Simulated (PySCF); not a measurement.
Reproducing measurements on C2H4Cl2

**What was measured.**

NIST CCCBDB Release 22 (SRD 101), experimental dipoles lists, for the gas: dipole moment (dielectric constant against temperature) 2.06 D.

From NIST CCCBDB Release 22 (SRD 101), experimental polarizabilities, for the gas: mean polarisability 8.161 Å³.

How close the calculation comes is told at the end.

Species: C₂H₄Cl₂.
Numbering: `[CH3:1][CH:2]([Cl:3])[Cl:4]` (hydrogens: H5, H6, H7 on C1; H8 on C2)

Geometry (PBE0-D3(BJ)/def2-TZVP, Å), atoms numbered from 1 in this order:
```
atom  x, y, z in Å
C1    -0.8194    0.0083    0.0131
C2     0.6815    0.0027    0.1072
Cl3    1.3760    1.3718   -0.7882
Cl4    1.3469   -1.5315   -0.4938
H5    -1.2079    0.9453    0.4156
H6    -1.2253   -0.8253    0.5884
H7    -1.1343   -0.0900   -1.0259
H8     1.0349    0.1032    1.1302
```

The PySCF runs (gas phase, on this PBE0-D3(BJ)/def2-TZVP geometry; no spin–orbit coupling):

| level | job | basis functions | wall time |
| --- | --- | --- | --- |
| PBE0-D3(BJ)/def2-TZVP, grid level 2 | geometry optimisation from a GFN2-xTB start shaken at random | 160 | 34 s |
| B97-2/pcSseg-2 | shieldings | 214 | 15 s |
| KT3/pcSseg-2 | shieldings | 214 | 22 s |
| PBE0/pcSseg-2 | shieldings, charges and field gradients | 214 | 17 s |
| wB97X-D/pcSseg-2 | shieldings | 214 | 21 s |
| CAM-B3LYP/aug-cc-pVTZ | 10 singlets by full TDDFT, 4 Tamm–Dancoff triplets, polarisability | 284 | 41 s |
| PBE0/aug-cc-pVTZ | 10 singlets by full TDDFT, 4 Tamm–Dancoff triplets, polarisability, dynamic polarisability | 284 | 38 s |
| wB97X-D/aug-cc-pVTZ | 10 singlets by full TDDFT, 4 Tamm–Dancoff triplets, polarisability, ΔSCF ions | 284 | 2.3 min |

Hardware: an Arm Neoverse V1 with one thread, no GPU (shared host).

Results beside the measurements:

**Dipole moment.** Measured: 2.06 D (NIST CCCBDB Release 22 (SRD 101), experimental dipoles).

```json
{"level": "PBE0-D3(BJ)/def2-TZVP", "computed (D)": "2.06", "computed − measured (D)": "0.00", "% (from the printed values)": "0"}
{"level": "B97-2/pcSseg-2", "computed (D)": "2.15", "computed − measured (D)": "+0.09", "% (from the printed values)": "+4"}
{"level": "KT3/pcSseg-2", "computed (D)": "2.07", "computed − measured (D)": "+0.01", "% (from the printed values)": "0"}
{"level": "PBE0/pcSseg-2", "computed (D)": "2.15", "computed − measured (D)": "+0.09", "% (from the printed values)": "+4"}
{"level": "wB97X-D/pcSseg-2", "computed (D)": "2.19", "computed − measured (D)": "+0.13", "% (from the printed values)": "+6"}
{"level": "CAM-B3LYP/aug-cc-pVTZ", "computed (D)": "2.10", "computed − measured (D)": "+0.04", "% (from the printed values)": "+2"}
{"level": "PBE0/aug-cc-pVTZ", "computed (D)": "2.09", "computed − measured (D)": "+0.03", "% (from the printed values)": "+1"}
{"level": "wB97X-D/aug-cc-pVTZ", "computed (D)": "2.11", "computed − measured (D)": "+0.05", "% (from the printed values)": "+2"}
```

Closest is PBE0-D3(BJ)/def2-TZVP (0.00 D), furthest wB97X-D/pcSseg-2 (+0.13 D); one molecule doesn't rank methods. The computed dipoles belong to one fixed geometry; measured ones are averaged over vibrations unless marked μe. Magnitudes are compared, not signs.

**Mean polarisability.** Measured: 8.161 Å³ (NIST CCCBDB Release 22 (SRD 101), experimental polarizabilities).

```csv
level,computed (Å³),computed − measured (Å³),% (from the printed values)
CAM-B3LYP/aug-cc-pVTZ,8.151,-0.010,0
PBE0/aug-cc-pVTZ,8.191,+0.030,0
wB97X-D/aug-cc-pVTZ,8.162,+0.001,0
```

Closest is wB97X-D/aug-cc-pVTZ (+0.001 Å³), furthest PBE0/aug-cc-pVTZ (+0.030 Å³); one molecule doesn't rank methods. The computed values are static and purely electronic, with core orbitals frozen in the response (1 au = 0.148185 Å³). The table of measured values doesn't say here whether a value is static or optical, or holds a vibrational part.

No measured geometry was used, and the causes of the misses weren't examined.
